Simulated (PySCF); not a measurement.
Induced dipoles and field energies

Difluoromethane, CH₂F₂.
Structure used (GFN2-xTB), in Å, numbered top down from 1:
```xyz
5
CH2F2 angstrom
F     -1.062    0.749   -0.067
C     -0.001   -0.073   -0.001
F      1.113    0.680    0.021
H     -0.057   -0.650    0.932
H      0.016   -0.703   -0.901
```

Level: B3LYP/def2-SVPD (PySCF); nuclei fixed, core orbitals frozen in the response. Permanent dipole (-0.064, -1.931, 0.053) D (1 au = 2.5417 D). Static polarisability (au):

```
x   18.45 -0.03  0.07
y   -0.03 17.56 -0.02
z    0.07 -0.02 16.78
```

Only the terms in μ and α are kept: μ(F) = μ + αF and ΔE = −μ·F − ½ F·αF.

(1) What do fields of 0.051 V/Å (0.001 au) along the six axis directions do?

(2) For the field (-0.0001, 0.0003, -0.0006) au, what is the induced dipole, and what angle does it make with the field?

(3) At what field along the permanent dipole would the induced dipole along it equal the permanent one, in this linear picture?

(4) What field makes μF equal to kT at 200 K?

(5) Induction energy −ᾱe²/2R⁴ of a unit charge at 10 Å, the molecule taken as a point?

Answers

(1) 
```tsv
field along	induced x (D)	induced y (D)	induced z (D)	total size (D)	−μ·F (kJ/mol)	−½F·αF (kJ/mol)
+x	0.047	0.000	0.000	1.932	+0.066	-0.024
−x	-0.047	0.000	0.000	1.935	-0.066	-0.024
+y	0.000	0.045	0.000	1.888	+1.995	-0.023
−y	0.000	-0.045	0.000	1.977	-1.995	-0.023
+z	0.000	0.000	0.043	1.934	-0.055	-0.022
−z	0.000	0.000	-0.043	1.932	+0.055	-0.022
```

(2) αF = (-0.005, 0.013, -0.026) D, at 1.5° to the field. The polarisability along this direction, F·αF/F², is 17.01 au, against a mean of 17.60 au.

(3) The polarisability along the dipole is 17.56 au, so F = 0.7604 au / 17.56 au = 0.0433 au = 2.23 V/Å; higher-order terms are ignored.

(4) kT = 0.6334 × 10⁻³ Eh, so F = 0.000833 au = 4.28 MV/cm.

(5) R = 18.90 bohr, so the energy is −17.6/(2 × 18.90⁴) Eh = -0.181 kJ/mol. The charge–dipole term at its most favourable orientation, −μe/R², is -5.59 kJ/mol.

Geometry: GFN2-xTB; no solvent, vibrations or thermal averaging.
